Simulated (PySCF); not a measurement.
# Bond length, frequency and bond energy of PH by level of theory

State: ³Σ⁻ (triplet), unpaired electrons π ↑↑. Set-up: P def2-SVP, H def2-SVP; no relativity (PySCF 2.14). De refers to P + H in their high-spin ground configurations, without counterpoise correction. The functionals are run spin-unrestricted. A positive dipole means P(−)H(+).

```tsv
Level	Re (Å)	ωe (cm⁻¹)	De (eV)	μ (D)
UHF	1.419	2503	2.16	0.68
UHF-MP2	1.425	2451	2.67	n/a
UHF-SCS-MP2	1.427	2435	2.77	n/a
UHF-CCSD	1.432	2384	2.81	n/a
UHF-CCSD(T)	1.434	2368	2.83	n/a
PBE	1.451	2282	3.20	0.59
revPBE	1.452	2280	3.15	0.58
BLYP	1.452	2250	3.28	0.49
r²SCAN	1.436	2359	3.19	0.69
M06-L	1.434	2375	3.16	0.70
PBE0	1.437	2373	3.15	0.65
ωB97X	1.433	2411	3.23	0.68
```

The bond length runs from 1.419 Å (UHF) to 1.452 Å (BLYP). De spans 2.16 eV (UHF, mean field) to 3.28 eV (BLYP, GGA). Correlation at CCSD(T) changes the Hartree–Fock bond energy by +0.67 eV; the triples alone change it by +0.02 eV.

Correlated steps freeze 5 core orbitals. Correlated levels converge slowly with the basis: in double zeta they bind strong bonds too weakly, by up to about 1 eV, and carry superposition errors of some tenths. The state was picked by a PBE0 search and need not be the measured ground state.

The whole job (state search and all levels along the bond) took about 0.48 min on 1 thread of Arm Neoverse V1 (shared host), peak memory 0.32 GiB.
